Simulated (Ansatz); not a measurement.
Two structures of CH$_{6}$AlN, closed shell, reached by relaxing down either side of one saddle point (PBE0-D4/def2-TZVP). Energies are electronic, without zero-point energy. Computed with Ansatz 0.2.0 (basis: def2-TZVPP and def2-QZVPP); correlated methods freeze the cores. Extrapolation: Hartree–Fock as exp(−7.88 √X), correlation as X^−2.97. First:

```
9
angstrom
Al -1.6172 -0.2363 0.0194
N 0.0004 0.3377 0.4419
C 1.2604 0.0395 -0.2041
H -1.7469 -1.2072 -1.2260
H -2.8262 0.2601 0.9143
H 0.1178 0.9579 1.2297
H 1.9674 -0.4585 0.4702
H 1.7515 0.9384 -0.5954
H 1.0927 -0.6317 -1.0500
```

Second:

Al1  (-1.913, 0.803, -0.651)
N2  (-0.185, -0.129, 0.313)
C3  (1.106, -0.049, -0.376)
H4  (-0.458, -1.095, 0.474)
H5  (-2.694, 0.228, 0.720)
H6  (-0.136, 0.291, 1.237)
H7  (1.913, -0.540, 0.173)
H8  (1.359, 1.000, -0.529)
H9  (1.008, -0.508, -1.360)
(Å)

Task: Which bonds change from the first to the second?

Result: CH₆AlN ([CH3][NH][AlH2]) → CH₅N ([CH3][NH2]) + AlH (still joined by a long Al–N bond); bonds formed: N2–H4; bonds broken: Al1–H4; bonds weakened to dative contacts: Al1–N2.

Task: Give the saddle point's structure and its height above each. (To be estimated.)

Result: The calculation gives: 3.041 eV above the first and 1.608 eV above the second (CCSD(T) at an estimated basis limit (MP2 extrapolated from triple and quadruple zeta, plus CCSD(T) − MP2 in triple zeta)).
```json
{"atom": "Al1", "x (Å)": "-1.8534", "y (Å)": "0.0339", "z (Å)": "-0.4084"}
{"atom": "N2", "x (Å)": "-0.1255", "y (Å)": "0.0721", "z (Å)": "0.3970"}
{"atom": "C3", "x (Å)": "1.1354", "y (Å)": "0.0289", "z (Å)": "-0.3241"}
{"atom": "H4", "x (Å)": "-0.7175", "y (Å)": "-1.1743", "z (Å)": "-0.1168"}
{"atom": "H5", "x (Å)": "-2.8490", "y (Å)": "0.7277", "z (Å)": "0.6568"}
{"atom": "H6", "x (Å)": "0.0281", "y (Å)": "0.2530", "z (Å)": "1.3884"}
{"atom": "H7", "x (Å)": "1.8632", "y (Å)": "-0.6355", "z (Å)": "0.1511"}
{"atom": "H8", "x (Å)": "1.5779", "y (Å)": "1.0252", "z (Å)": "-0.4035"}
{"atom": "H9", "x (Å)": "0.9408", "y (Å)": "-0.3312", "z (Å)": "-1.3405"}
```

The T1 diagnostic stays at or below 0.017. The restricted Hartree–Fock reference is unstable towards an unrestricted one at one or more of these structures. A large double-excitation amplitude points to some diradical character; no triplet was computed.

Labels in which every atom is bracketed show which atoms are joined, not bond orders.

For scale, one of the runs: CCSD(T)/def2-TZVPP, 188 basis functions, launched by `ansatz run in.yaml --threads 2 --pin off --events-out ev --progress --plain --max-ram 4352MiB`. Time: 29 s of wall clock on 2 CPU threads of an Intel Xeon Platinum 8488C; the host was shared. Peak host memory: 1.9 GiB.
